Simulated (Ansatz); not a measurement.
Results of PBEsol in Ansatz (plane waves, PAW) for graphite.

Numerical settings: plane-wave cutoff 520 eV, 24×24×8 k mesh (along the axes of the cell as run), Fermi–Dirac smearing 0.05 eV, scalar-relativistic PAW data made under PBE.

Starting structure:

```xyz
4
Lattice="2.4600 0.0000 0.0000 -1.2300 2.1304 0.0000 0.0000 0.0000 6.7100" Properties=species:S:1:pos:R:3 pbc="T T T"
C      0.0000     0.0000     5.0325
C      0.0000     0.0000     1.6775
C      1.2300     0.7101     5.0325
C      0.0000     1.4203     1.6775
```

Question: Into what structure does the relaxation of cell and atoms lead at this level, with the symmetry of the start kept?

Answer: The volume grows by 8.4 %; final space group P6_3/mmc.
```xyz
4
Lattice="2.4589 0.0000 0.0000 -1.2294 2.1295 0.0000 0.0000 0.0000 7.2832" Properties=species:S:1:pos:R:3 pbc="T T T"
C      0.0000     0.0000     5.4624
C      0.0000     0.0000     1.8208
C      1.2294     0.7098     5.4624
C      0.0000     1.4196     1.8208
```

Note: the cell comes from a level without a dispersion term, which matters for the spacing of layers, chains or molecules.

Ansatz is a program for electronic structure.
